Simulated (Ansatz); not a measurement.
# C₂H₇NO: ionisation energy by level of theory

The task here is to estimate one member of a computed series from the others.

Computed with Ansatz 0.2.0, Gaussian basis. Level: unrestricted cation, the program's frozen cores in correlated methods.

The runs, in order: UKS PBE-D4/def2-TZVPP; UKS r2SCAN-D4/def2-TZVPP; UKS PBE0-D4/def2-TZVPP; UKS B3LYP-D4/def2-TZVPP; UKS wB97X-V/def2-TZVPP; UKS wB97M-V/def2-TZVPP; UKS B2PLYP/def2-TZVPP; UHF-CCSD(T)/def2-TZVPP; UHF-MP2/def2-QZVPP; extrapolation to the limit; then −ε(HOMO) from the neutral's earlier runs with LDA (SPW92), PBE-D4, revPBE-D4, BLYP-D4, r2SCAN-D4, B97M-V, PBE0-D4, B3LYP-D4, r2SCANh-D4, r2SCAN0-D4, HSE06-D4, BHLYP-D4, CAM-B3LYP-D4, LC-ωPBE, ωB97X-V, ωB97M-V.

## The geometry

An earlier PBE0-D4 in a triple-zeta def2 set relaxation fixed the geometry.

SMILES `NCCO`, 11 atoms, charge 0, spin multiplicity 1.

Atoms are counted from 1 here; the program's logs count them from 0.

Bond lengths: N1–C2 1.452 Å, N1–H5 1.013 Å, N1–H6 1.012 Å, C2–C3 1.507 Å, C2–H7 1.095 Å, C2–H8 1.102 Å, C3–O4 1.418 Å, C3–H9 1.097 Å, C3–H10 1.098 Å, O4–H11 0.959 Å. Angles: C2–N1–H5 108.8°, C2–N1–H6 110.8°, H5–N1–H6 107.3°, N1–C2–C3 109.8°, N1–C2–H7 109.1°, N1–C2–H8 114.1°, C3–C2–H7 108.2°, C3–C2–H8 108.1°, H7–C2–H8 107.3°, C2–C3–O4 107.7°, C2–C3–H9 109.0°, C2–C3–H10 109.7°, O4–C3–H9 110.8°, O4–C3–H10 110.8°, H9–C3–H10 108.8°, C3–O4–H11 108.8°.

Set-up of the first run:

in.yaml

```yaml
crystal:
  periodic: [false, false, false]
  atoms:
    - {symbol: N, position_ang: [-0.768078, 1.106161, -0.683975]}
    - {symbol: C, position_ang: [-0.178554, 0.565613, 0.527881]}
    - {symbol: C, position_ang: [0.777656, -0.545954, 0.179959]}
    - {symbol: O, position_ang: [0.023049, -1.599785, -0.394442]}
    - {symbol: H, position_ang: [-1.239379, 0.359097, -1.180066]}
    - {symbol: H, position_ang: [-1.463710, 1.807005, -0.464329]}
    - {symbol: H, position_ang: [0.384240, 1.355327, 1.035587]}
    - {symbol: H, position_ang: [-0.912783, 0.171401, 1.248396]}
    - {symbol: H, position_ang: [1.522151, -0.166245, -0.531091]}
    - {symbol: H, position_ang: [1.296060, -0.885630, 1.086700]}
    - {symbol: H, position_ang: [0.624649, -2.223993, -0.804120]}
basis:
  gaussian: {orbitals: def2-TZVPP}
total_charge: 1
magnetization: {spin_polarized: true, initial_magnetization: 1}
hamiltonian: {xc: pbe, dispersion: d4}
```

Started as:

```
$ ansatz run in.yaml --threads 2 --pin off --events-out ev --progress --plain --max-ram 32768MiB --backend cpu
```

Among the steps run: Cation, UKS PBE-D4/def2-TZVPP; Cation, UKS r2SCAN-D4/def2-TZVPP; Cation, UKS PBE0-D4/def2-TZVPP; Cation, UKS B3LYP-D4/def2-TZVPP; Cation, UKS wB97X-V/def2-TZVPP; Cation, UKS wB97M-V/def2-TZVPP; Cation, UKS B2PLYP (frozen core)/def2-TZVPP; Cation, UHF-CCSD(T)/def2-TZVPP; Cation, UHF-MP2/def2-QZVPP.

One of the session's tables, all rows but one given; the rest of the session is left out.

For comparison, −ε(HOMO) of the neutral from earlier runs:

```
  functional  −ε(HOMO) (eV)
 LDA (SPW92)           5.35
      PBE-D4           5.25
   revPBE-D4           5.20
     BLYP-D4           5.16
   r2SCAN-D4           5.56
      B97M-V           5.73
     PBE0-D4           6.75
    B3LYP-D4           6.53
  r2SCANh-D4           6.12
  r2SCAN0-D4           6.97
    HSE06-D4           6.34
    BHLYP-D4           8.21
CAM-B3LYP-D4           8.23
     LC-ωPBE              ?
     ωB97X-V           9.27
     ωB97M-V           9.18
```

Q: Estimate the row for LC-ωPBE from the others.

The run gave: −ε(HOMO) (eV): 9.62. In the column «−ε(HOMO) (eV)» it is the highest.
